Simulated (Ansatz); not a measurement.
# C₄H₃ClO: basis-set convergence

Aim: see how fast density functionals converge with the basis set for C₄H₃ClO.

Program: Ansatz 0.2.0, Gaussian basis. Level of theory: one geometry, several basis sets. These are calculated values, not measurements.

Levels to be run: PBE0-D4/def2-SVP; ωB97M-V/def2-SVP; PBE0-D4/def2-QZVPP; ωB97M-V/def2-QZVPP; the functionals' def2-TZVPP values are taken from earlier runs.

### Step 1. Structure used throughout

All runs share one geometry, relaxed beforehand with PBE0-D4 in a triple-zeta def2 set.

SMILES `Clc1ccco1`, 9 atoms, charge 0, spin multiplicity 1.

Atoms are counted from 1 here; the program's logs count them from 0.

Bond lengths: Cl1–C2 1.691 Å, C2–C3 1.353 Å, C2–O6 1.344 Å, C3–C4 1.427 Å, C3–H7 1.077 Å, C4–C5 1.352 Å, C4–H8 1.078 Å, C5–O6 1.358 Å, C5–H9 1.077 Å. Angles: Cl1–C2–C3 131.8°, Cl1–C2–O6 116.6°, C3–C2–O6 111.6°, C2–C3–C4 105.2°, C2–C3–H7 126.4°, C4–C3–H7 128.4°, C3–C4–C5 106.4°, C3–C4–H8 127.2°, C5–C4–H8 126.4°, C4–C5–O6 110.4°, C4–C5–H9 133.9°, O6–C5–H9 115.7°, C2–O6–C5 106.4°.

### Step 2. PBE0-D4 in def2-SVP

in.yaml reads:

```yaml
crystal:
  periodic: [false, false, false]
  atoms:
    - {symbol: Cl, position_ang: [0.886334, 1.044184, -2.489290]}
    - {symbol: C, position_ang: [0.353157, 0.434676, -1.005242]}
    - {symbol: C, position_ang: [0.647097, -0.707192, -0.340649]}
    - {symbol: C, position_ang: [-0.121898, -0.649330, 0.860048]}
    - {symbol: C, position_ang: [-0.809284, 0.513869, 0.817978]}
    - {symbol: O, position_ang: [-0.525652, 1.190300, -0.324501]}
    - {symbol: H, position_ang: [1.321001, -1.481161, -0.667152]}
    - {symbol: H, position_ang: [-0.153872, -1.383456, 1.649004]}
    - {symbol: H, position_ang: [-1.508382, 0.991911, 1.482703]}
basis:
  gaussian: {orbitals: def2-SVP}
hamiltonian: {xc: pbe0, dispersion: d4}
output: {orbitals: {seedname: orbitals}}
```

Command:

```bash
ansatz run in.yaml --threads 4 --pin off --events-out ev --progress --plain --max-ram 10444MiB
```

After this run come: ωB97M-V in def2-SVP; PBE0-D4 in def2-QZVPP; ωB97M-V in def2-QZVPP.

Before running them: what should the planned runs give, taken together? Wanted: PBE0-D4: double and triple zeta above quadruple; ωB97M-V: double and triple zeta above quadruple.

As calculated:

| quantity | value |
| --- | --- |
| PBE0-D4: double and triple zeta above quadruple | 11.95, 0.69 eV |
| ωB97M-V: double and triple zeta above quadruple | 12.07, 0.65 eV |

**Reading.** PBE0-D4 gains 11.26 eV from double to triple zeta, then 0.69 eV more. Total energies overstate the basis error of differences, where much of it tends to cancel.
